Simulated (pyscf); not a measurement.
`[CH2]1[CH2][CH2]1` + `[O]` [triplet] → `[CH]1[CH2][CH2]1` [doublet] + `[OH]` [doublet] (hydrogen abstraction; triplet surface; C–H broken, H–O formed). Single points on ωB97X-D3(BJ)/def2-SVP structures (PySCF, gas phase). Energies in kJ/mol from the separated reactants.

```csv
level,barrier,reaction energy
PBE/def2-TZVP,…,…
r²SCAN/def2-TZVP,3.9,+12.0
B3LYP-D3(BJ)/def2-TZVP,22.5,+29.0
PBE0-D3(BJ)/def2-TZVP,…,+31.8
M06-2X/def2-TZVP,45.7,+39.2
HF/def2-TZVP,157.7,+98.6
```

Problem. Fill in the missing entries.

Solution. 
- PBE/def2-TZVP, barrier: -9.6
- PBE/def2-TZVP, reaction energy: +11.3
- PBE0-D3(BJ)/def2-TZVP, barrier: 26.0

On the product side the descent ends in a complex, 19.2 kJ/mol under the separated species and 19.8 kJ/mol under the saddle at ωB97X-D3(BJ)/def2-TZVP. At PBE this geometry lies under the reactants; that is no barrier but a single point on another level's saddle; such a level's own saddle, if it has one, lies nearer that side and is low. At PBE, r²SCAN, B3LYP-D3(BJ), PBE0-D3(BJ) the saddle lies under the separated products, which points to a path from their complex (located at ωB97X-D3(BJ) alone), and parting the products costs more than the saddle. cyclic C₃H₅ (SMILES [CH]1CC1) [doublet] + OH• also meet on a surface of lower spin, which isn't treated here. cyclopropane lies 27.5 kJ/mol over its isomer H₂C=CH–CH₃, and others may lie lower still (electronic energy, ωB97M-D3(BJ)). cyclic C₃H₅ (SMILES [CH]1CC1) [doublet] lies 117.4 kJ/mol over its isomer •H₂C–CH=CH₂, and others may lie lower still (electronic energy, ωB97M-D3(BJ)). This is the saddle that the search found; another between the same sides may lie lower. The angle at the transferred H is 164°. Left out: the spin-orbit lowering of OH, O.
